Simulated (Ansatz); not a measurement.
Reaction (SMILES): [O]Cl (O-Cl) → ClO+ (triplet, bonded as [O]Cl) + e-
B3LYP-D3(BJ)/def2-TZVP geometries, fixed; electronic energies without zero-point terms.

The adiabatic ionisation energy at CCSD(T) with Ansatz (a first-principles code), in eV, split into its Hartree-Fock and correlation parts. Cores are frozen. Open shells are unrestricted. No added dispersion term, no relativity. Functions are those of the species that has most.

```
basis        X  functions  Hartree-Fock  CCSD(T)
-----------  -  ---------  ------------  -------
cc-pV(D+d)Z  2         37        10.410   10.300
cc-pV(T+d)Z  3         69        10.241   10.581
cc-pV(Q+d)Z  4        119        10.237   10.750
cc-pV(5+d)Z  5        191        10.240   10.806
```

Worked estimate of the basis-set limit from each neighbouring pair, with Hartree-Fock from the larger set and the correlation part extrapolated as X^-3.
Correlation parts: X = 2: -0.110, X = 3: 0.340, X = 4: 0.513, X = 5: 0.566.
- (2,3): (27·(0.340) - 8·(-0.110))/19 = 0.529; with Hartree-Fock 10.241 the estimate is 10.770 eV.
- (3,4): (64·(0.513) - 27·(0.340))/37 = 0.639; with Hartree-Fock 10.237 the estimate is 10.876 eV.
- (4,5): (125·(0.566) - 64·(0.513))/61 = 0.622; with Hartree-Fock 10.240 the estimate is 10.862 eV.
The last two estimates differ by 0.015 eV; the largest set lies 0.056 from the last. Over the last step Hartree-Fock moves by 0.003 and the correlation part by 0.053.
